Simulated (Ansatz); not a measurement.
Input for Ansatz (development build ahead of 0.2.0):

```yaml
crystal:
  periodic: [false, false, false]
  atoms:
    - { symbol: Si, position_ang: [-0.5468, -0.36676, 1.21365] }
    - { symbol: Si, position_ang: [0.54403, 0.37461, -1.22274] }
    - { symbol: H, position_ang: [0.69773, -0.60861, 1.95039] }
    - { symbol: H, position_ang: [-1.28899, 0.86207, 1.51288] }
    - { symbol: H, position_ang: [-1.31226, -1.53498, 0.76689] }
    - { symbol: H, position_ang: [-0.70091, 0.6089, -1.96125] }
    - { symbol: H, position_ang: [1.30365, 1.54805, -0.77996] }
    - { symbol: H, position_ang: [1.29085, -0.85394, -1.51203] }
basis:
  gaussian: { orbitals: def2-SVP }
total_charge: 1
magnetization:
  spin_polarized: true
  initial_magnetization: 1
hamiltonian:
  xc: hf
output:
  forces: true
```

The input is written out in the form of the current development build from the run's settings.

The run gave:

```yaml
Converged: yes
Total_energy: -580.83649 hartree
Spin_squared_of_the_determinant: 0.754
Stability_test: minimum
```

Forces (eV/Å):
```json
{"atom": "Si1", "Fx": "-0.050", "Fy": "-0.035", "Fz": "0.113"}
{"atom": "Si2", "Fx": "0.046", "Fy": "0.035", "Fz": "-0.103"}
{"atom": "H3", "Fx": "0.002", "Fy": "0.015", "Fz": "-0.045"}
{"atom": "H4", "Fx": "0.026", "Fy": "-0.006", "Fz": "-0.042"}
{"atom": "H5", "Fx": "0.025", "Fy": "0.027", "Fz": "-0.031"}
{"atom": "H6", "Fx": "0.001", "Fy": "-0.018", "Fz": "0.042"}
{"atom": "H7", "Fx": "-0.021", "Fy": "-0.027", "Fz": "0.030"}
{"atom": "H8", "Fx": "-0.028", "Fy": "0.010", "Fz": "0.037"}
```
